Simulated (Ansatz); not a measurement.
A made-up structure of CH6NSi (charge -1), closed shell:

```xyz
9
angstrom
C -0.4030 0.8537 -0.8259
N 0.3871 -0.2463 -0.3467
Si -0.3336 -1.3025 0.9533
H -1.4266 0.5006 -1.0024
H -0.0233 1.2570 -1.7797
H -0.4895 1.7117 -0.1282
H 1.3359 0.0537 -0.1626
H 0.5295 -1.2097 -0.6500
H 0.1052 -0.5359 2.2464
```

It is relaxed with PBE-D4/def2-SVPD and then PBE0-D4/def2-TZVPD (Ansatz 0.2.0). Atoms count as bonded within 1.22 times the sum of their covalent radii (H–H: 0.88 Å). The end point is not checked to be a true minimum.

(1) Does its bonding change? (Judge from chemistry; the calculation decides.)

The highest PBE0 orbital of the anion lies well above zero, so the extra electron may be unbound in the gas phase

## Answers

(1) Computed: No: no bond forms or breaks.

Where it ends: The first stage lowers the energy by 0.91 eV in 12 steps. It ends as CH₆NSi ([CH3][NH2][SiH]), total charge -1:
```xyz
9
angstrom
C -0.4039 0.8184 -0.8385
N 0.3658 -0.3268 -0.3341
Si -0.4315 -1.3622 1.2266
H -1.4012 0.4607 -1.1011
H 0.0765 1.3098 -1.7081
H -0.5211 1.5308 -0.0215
H 1.2828 -0.0418 -0.0103
H 0.5066 -1.0142 -1.0653
H 0.2076 -0.2924 2.1566
```

Labels in which every atom is bracketed show which atoms are joined, not bond orders.

For scale, one of the runs: PBE0-D4/def2-TZVPD relaxation, 171 basis functions, launched by `ansatz run in.yaml --threads 2 --pin off --events-out ev --progress --plain --max-ram 4352MiB`. Hardware: 2 CPU threads of an Arm Neoverse V2, shared host. Wall time about 35 s.
